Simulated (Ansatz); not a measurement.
CH3⁺, singlet in cc-pVDZ: errors against full CI

Geometry: displaced at random from a stationary point.

```yaml
atoms:
  - { symbol: C, position_ang: [0.0173, 0.0064, -0.0025] }
  - { symbol: H, position_ang: [0.9456, 0.0286, 0.0089] }
  - { symbol: H, position_ang: [-0.6296, 0.9221, -0.0018] }
  - { symbol: H, position_ang: [-0.5224, -1.0266, 0.0222] }
```

Basis cc-pVDZ; Ansatz 0.2.0. Correlated methods freeze the noble-gas cores, which leaves 6 electrons in 28 orbitals. R marks a restricted (for open shells ROHF) determinant. Active spaces: valence = (6e, 7o) chosen from the atoms' valence shells.

Full CI is exact within this basis and frozen core; it isn't the basis-set limit.

The UHF ⟨S²⟩ is 0.000. The T1 diagnostic (RCCSD) is 0.0044 and the largest doubles amplitude (RCCSD) is 0.057.

| level | E − E(full CI) (meV) | share of correlation (%) | wall time |
| --- | --- | --- | --- |
| RHF | 3554 | 0.00 | – |
| RMP2 | 701 | 80.29 | – |
| CISD | 155 | 95.65 | 0.27 s |
| RCCSD | 59 | 98.33 | – |
| RCCSD(T) | 11 | 99.69 | 0.15 s |
| BCCD(T) | 11 | 99.69 | 0.18 s |
| RCCSDT | 2 | 99.95 | – |
| RCCSDT(Q) | 0 | 99.99 | 0.66 s |
| RCCSDTQ | 0 | 100.00 | 14 s |
| CASSCF (valence space) | 1815 | 48.95 | – |
| NEVPT2 (valence space) | 542 | 84.74 | 1.2 s |
| MRCISD (valence space) | 61 | 98.29 | – |
| MRCISD+Q (valence space) | 17 | 99.51 | 1.8 s |

The correlation energy at full CI, counted from RHF, is -3.554 eV. That run took 30 s on 1 thread of AMD EPYC 7B13, shared host over 10,732,176 determinants.

Times hold each run's SCF and search for its determinant on a shared host, so for small cases they say little of a method's own cost; they ran on 1 thread of AMD EPYC 7B13.

The full-CI state has the irrep A of C1, in the program's axes.

Natural occupations of full CI about the gap: 1.969 1.962 1.958 0.023 0.020 0.019 0.012 0.007 0.007 0.006; effectively unpaired electrons, Σ n²(2−n)², 0.02.
